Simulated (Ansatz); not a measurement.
A made-up structure of CH4NS, doublet:

```xyz
7
angstrom
N 1.6631 -0.2836 0.2687
C -0.0144 0.3468 0.0150
S -0.8278 -0.4822 -0.8045
H -2.0286 0.1467 -0.9140
H 0.1194 1.3463 -0.4256
H -0.4950 0.5172 0.9899
H 1.3789 -1.1603 0.7057
```

It is relaxed with PBE-D4/def2-SVP and then PBE0-D4/def2-TZVP (Ansatz 0.2.0). Atoms count as bonded within 1.22 times the sum of their covalent radii (H–H: 0.88 Å). The end point is not checked to be a true minimum.

Question: Does its bonding change? (Judge from chemistry; the calculation decides.)

Answer: The calculation gives: Yes. Formed: N1–C2; broken: none.

Where it ends: The first stage lowers the energy by 4.43 eV in 22 steps. It ends as CH₄NS ([NH][CH2][SH]):
```xyz
7
angstrom
N 0.7590 -0.5161 0.7856
C 0.1141 0.5509 0.1147
S -0.9945 -0.1221 -1.1795
H -1.7492 -0.8429 -0.3347
H 0.8006 1.2004 -0.4454
H -0.4687 1.1596 0.8058
H 1.3343 -0.9989 0.0888
```

Labels in which every atom is bracketed show which atoms are joined, not bond orders.

For scale, one of the runs: PBE0-D4/def2-TZVP relaxation, 123 basis functions, launched by `ansatz run in.yaml --threads 2 --pin off --events-out ev --progress --plain --max-ram 4352MiB`. Hardware: 2 CPU threads of an Arm Neoverse V2, shared host. Wall time about 58 s.
